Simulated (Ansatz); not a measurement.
**PO (Phosphorus monoxide): the energy, rung by rung**

PO has 2 atoms, charge 0, and is taken as a doublet. As SMILES, `O=[P]`. Geometry: relaxed at PBE0-D4/def2-TZVP.

```tsv
atom	x (Å)	y (Å)	z (Å)
O	0.0000	0.0000	-0.0095
P	0.0000	0.0000	1.4645
```

Each level gives the energy change with the O1–P2 bond stretched from 1.474 to 1.843 Å (eV). The values are calculated.

```
           level                    kind  program  value (eV)  less FCI/STO-3G  CPU time (all runs)
      UHF/STO-3G            Hartree–Fock   Ansatz       -0.20            -1.01               0.34 s
 U-revPBE/STO-3G                     GGA   Ansatz        0.93            +0.12                2.4 s
 U-r2SCAN/STO-3G                meta-GGA   Ansatz        1.17            +0.36                  6 s
    UPBE0/STO-3G           global hybrid   Ansatz        1.22            +0.41                2.2 s
   UHSE06/STO-3G  range-separated hybrid   Ansatz        1.22            +0.41                2.8 s
     UMP2/STO-3G     perturbation theory   Ansatz        0.47            -0.34               0.54 s
 UCCSD(T)/STO-3G   coupled cluster or CI   Ansatz        0.86            +0.05               0.84 s
UCCSDT(Q)/STO-3G   coupled cluster or CI   Ansatz        0.84            +0.03                3.4 s
      FCI/STO-3G      exact in the basis   Ansatz        0.81             0.00                0.7 s
```

FCI/STO-3G is exact within its basis and frozen core, so for wave-function methods in that basis the difference is their error; functionals converge differently with the basis, so for them it is only a difference. The first shape isn't each level's own minimum. The values span -0.20 to 1.22 eV. Spin contamination of the reference (⟨S²⟩ at least 0.1 too high) touches UHF/STO-3G, U-r2SCAN/STO-3G, UPBE0/STO-3G, UHSE06/STO-3G, UMP2/STO-3G, UCCSD(T)/STO-3G, UCCSDT(Q)/STO-3G. All rows use very small basis sets, so even the best lies far from the true value. Times are those of the runs behind each value, whatever else they computed, on shared processors of several kinds: orders of magnitude only.
